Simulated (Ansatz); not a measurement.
C2H2Cl2O (`ClC1(Cl)CO1`). The species carries charge 0 and has multiplicity 1.

Z-matrix (Å, degrees):
```
C
Cl 1 1.749
C 1 1.452 2 120.6
Cl 1 1.749 2 112.1 3 151.3
O 1 1.367 2 116.5 3 -71.0
H 3 1.085 1 118.9 2 152.4
H 3 1.085 1 118.9 2 -3.4
```

What are the harmonic wavenumbers in cm⁻¹ at PBE0-D4/def2-TZVP (Ansatz, finite differences of forces, unscaled)? (An estimate is asked.)

Ansatz gave: 277, 308, 360, 440, 521, 749, 871, 1020, 1074, 1119, 1173, 1370, 1515, 3129, 3234.

Is this a minimum?

Yes, all 15 modes are real.

Give the ideal-gas thermochemistry at 298.15 K and 1 bar (rigid rotor, harmonic oscillator; point group Cs, symmetry number 1).

Zero-point energy 102.6 kJ/mol; H(298) − E = 117.7 kJ/mol; entropy 306.5 J/(mol·K), of which translation 167.8, rotation 112.8, vibration 25.9; G(298) − E = 26.3 kJ/mol.
